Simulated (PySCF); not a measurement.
Geometries of 3 isomers of C2H2F2, from PySCF, PBE0-D3(BJ)/def2-SVP geometry optimisation, gas phase. One conformer each, no zero-point energy, no frequencies.

Question: Which isomer lies lowest at this level?
A.
```xyz
6
angstrom
F      1.083    0.728   -1.164
C      0.480   -0.208   -0.445
C     -0.468    0.058    0.448
F     -0.900    1.285    0.704
H      0.819   -1.228   -0.639
H     -0.951   -0.732    1.028
```
B.
```xyz
6
angstrom
C      0.643   -0.349   -0.044
C     -0.519    0.281    0.036
F     -1.686   -0.306    0.137
F     -0.670    1.583    0.025
H      1.563    0.227   -0.125
H      0.669   -1.436   -0.028
```
C.
```xyz
6
angstrom
F      0.830   -0.602   -1.435
C      0.424    0.211   -0.467
C     -0.424   -0.211    0.467
F     -0.830    0.602    1.435
H      0.835    1.223   -0.506
H     -0.835   -1.223    0.506
```

Answer: B. That is `C=C(F)F`, 12.1 kcal/mol below the next.

```tsv
SMILES	atoms numbered as above	E (Eh)	relative (kcal/mol)	relative (kJ/mol)	dipole (D)
C=C(F)F	[CH2:1]=[C:2]([F:3])[F:4]	-276.57712	0.0	0.0	1.02
F/C=C\F	[F:1]/[CH:2]=[CH:3]\[F:4]	-276.55784	12.1	50.6	2.21
F/C=C/F	[F:1]/[CH:2]=[CH:3]/[F:4]	-276.55780	12.1	50.7	0.00
```

As drawn, the lowest has two fluorines on one carbon, which the highest lacks.
